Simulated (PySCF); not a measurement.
Isomers of C5H10. Method used: PBE0-D3(BJ)/def2-SVP geometry optimisation, gas phase (PySCF). Energies are electronic, without zero-point or thermal terms, for one conformer each. No frequencies were run at this level. Point groups hold within 0.08 Å.

Problem. Order them by energy at this level, lowest first, and give relative energies in kJ/mol.
A. `[CH2:1]=[CH:2][CH:3]([CH3:4])[CH3:5]` with C1–C2–C3–C4 -118°
B. `[CH2:1]=[C:2]([CH3:3])[CH2:4][CH3:5]` with C1–C2–C4–C5 -113° (2-methyl-1-butene)
C. `C1(CC1)(C)C`
D. `[CH3:1]/[CH:2]=[CH:3]/[CH2:4][CH3:5]` with C2–C3–C4–C5 -118°
E. `[CH2:1]1[CH2:2][CH2:3][CH2:4][CH2:5]1` with C5–C1–C2–C3 -34°, C1–C2–C3–C4 13°, C2–C3–C4–C5 13°, C3–C4–C5–C1 -34° (cyclopentane)

Solution. E (0.0), B (69.5), D (70.0), C (72.8), A (80.0).

As drawn, the highest has a C=C bond outside aromatic rings, which the lowest lacks. Neighbours under 10 kJ/mol apart (C=C(C)CC and C/C=C/CC; C/C=C/CC and CC1(C)CC1; CC1(C)CC1 and C=CC(C)C) can change places with a better method, another conformer or zero-point energy.

```csv
SMILES,E (Eh),E rel (kJ/mol),dipole (D),point group,"A, B, C (MHz)"
C1CCCC1,-196.18429,0.0,0.01,C2,"6532, 6520, 3776"
C=C(C)CC,-196.15782,69.5,0.57,C1,"7239, 3754, 2853"
C/C=C/CC,-196.15763,70.0,0.06,C1,"17135, 2092, 2038"
CC1(C)CC1,-196.15655,72.8,0.16,C2v,"6179, 5210, 3819"
C=CC(C)C,-196.15380,80.0,0.34,Cs,"7542, 3550, 2746"
```

Problem. How do the relative energies change in single points at PBE0/pcSseg-1 (no added dispersion term) on the same geometries?

Solution. 
```
   SMILES  PBE0-D3(BJ)/def2-SVP (kJ/mol)  PBE0/pcSseg-1 (kJ/mol)  shift
  C1CCCC1                            0.0                     0.0    0.0
 C=C(C)CC                           69.5                    59.9   -9.6
 C/C=C/CC                           70.0                    58.8  -11.2
CC1(C)CC1                           72.8                    69.0   -3.8
 C=CC(C)C                           80.0                    68.9  -11.1
```

Each column counts from its own lowest isomer. The lowest isomer stays, but the order above it changes; the largest shift is 11.2 kJ/mol.
